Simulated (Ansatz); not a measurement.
**SiNH₅: single points off equilibrium**

A test off equilibrium: a displaced guess of a reacting structure is computed at several levels, and each is set against CCSD(T).

Method: single points in def2-TZVPP; program: Ansatz 0.2.0, Gaussian basis.

Correlated methods freeze the cores.

**1. The starting structure**

7 atoms, charge 0, spin multiplicity 1.

Atoms are counted from 1 here; the program's logs count them from 0.

Bond lengths: Si1–H4 1.550 Å, Si1–H5 1.546 Å, N2–H6 1.064 Å, N2–H7 1.063 Å. Angles: H4–Si1–H5 103.6°, H6–N2–H7 110.9°.

As a file:

```xyz
7

Si   -0.8240   -0.0890    0.9470
N     0.5140   -0.1252   -0.8488
H    -0.5329   -1.0953   -0.7074
H    -1.3097    1.3826    0.9230
H     0.2296   -0.1061    2.0786
H     0.4304    0.5672   -1.6528
H     1.4931   -0.5365   -0.8022
```

**2. CCSD(T)/def2-TZVPP**

Input file run/in.yaml:

```yaml
crystal:
  periodic: [false, false, false]
  atoms:
    - {symbol: Si, position_ang: [-0.824000, -0.089000, 0.947000]}
    - {symbol: N, position_ang: [0.514000, -0.125200, -0.848800]}
    - {symbol: H, position_ang: [-0.532900, -1.095300, -0.707400]}
    - {symbol: H, position_ang: [-1.309700, 1.382600, 0.923000]}
    - {symbol: H, position_ang: [0.229600, -0.106100, 2.078600]}
    - {symbol: H, position_ang: [0.430400, 0.567200, -1.652800]}
    - {symbol: H, position_ang: [1.493100, -0.536500, -0.802200]}
basis:
  gaussian: {orbitals: def2-TZVPP}
correlation: {method: ccsd_t}
output: {forces: true}
```

No record of the launch command was kept for these runs.

**3. PBE0-D4/def2-TZVPP**

Changes to run/in.yaml since step 2:

```diff
@@ -12,3 +12,3 @@
   gaussian: {orbitals: def2-TZVPP}
-correlation: {method: ccsd_t}
-output: {forces: true}
+hamiltonian: {xc: pbe0, dispersion: d4}
+output: {forces: true, orbitals: {seedname: orbitals}}
```

**4. wB97M-V/def2-TZVPP**

Changes to run/in.yaml since step 3:

```diff
@@ -12,3 +12,3 @@
   gaussian: {orbitals: def2-TZVPP}
-hamiltonian: {xc: pbe0, dispersion: d4}
-output: {forces: true, orbitals: {seedname: orbitals}}
+hamiltonian: {xc: {name: wB97M-V}}
+output: {forces: true}
```

**5. r2SCAN-D4/def2-TZVPP**

Changes to run/in.yaml since step 4:

```diff
@@ -12,3 +12,3 @@
   gaussian: {orbitals: def2-TZVPP}
-hamiltonian: {xc: {name: wB97M-V}}
+hamiltonian: {xc: r2scan, dispersion: d4}
 output: {forces: true}
```

**6. PBE-D4/def2-TZVPP**

Changes to run/in.yaml since step 5:

```diff
@@ -12,3 +12,3 @@
   gaussian: {orbitals: def2-TZVPP}
-hamiltonian: {xc: r2scan, dispersion: d4}
+hamiltonian: {xc: pbe, dispersion: d4}
 output: {forces: true}
```

**7. LC-wPBE/def2-TZVPP**

Changes to run/in.yaml since step 6:

```diff
@@ -12,3 +12,3 @@
   gaussian: {orbitals: def2-TZVPP}
-hamiltonian: {xc: pbe, dispersion: d4}
+hamiltonian: {xc: {name: LC-wPBE}}
 output: {forces: true}
```

**8. CAM-B3LYP-D4/def2-TZVPP**

Changes to run/in.yaml since step 7:

```diff
@@ -12,3 +12,3 @@
   gaussian: {orbitals: def2-TZVPP}
-hamiltonian: {xc: {name: LC-wPBE}}
+hamiltonian: {xc: {name: CAM-B3LYP}, dispersion: d4}
 output: {forces: true}
```

(Steps that only read results are left out.)

Before running it: what results should come out? Wanted: energy less free atoms, CCSD(T)/def2-TZVPP; RMS force component; RMS force error; HOMO and LUMO, PBE0-D4; T1 diagnostic.

**Answer**, as computed:

| quantity | value |
| --- | --- |
| energy less free atoms, CCSD(T)/def2-TZVPP | -1731.6 kJ/mol |
| RMS force component | 0.890 to 1.202 eV/Å over the methods |
| RMS force error | PBE0-D4 0.077, wB97M-V 0.065, r2SCAN-D4 0.149, PBE-D4 0.223, LC-wPBE 0.137, CAM-B3LYP-D4 0.048 eV/Å |
| HOMO and LUMO, PBE0-D4 | -5.73 and -1.43 eV |
| T1 diagnostic | 0.017 |

In words: Against CCSD(T) the functionals' energies less atoms differ by -107.2 to -11.6 kJ/mol, PBE-D4 by -107.2 kJ/mol. CCSD(T) in triple zeta still lacks some correlation energy of the bonds, so part of these gaps is its own basis error and they don't rank the functionals. The forces of CAM-B3LYP-D4 come nearest to CCSD(T), those of PBE-D4 are farthest. Frozen-core CCSD(T) forces in triple zeta carry basis errors of their own, and this is one geometry, so small gaps rank nothing. The restricted Hartree–Fock reference is unstable towards an unrestricted one at one or more of these structures.
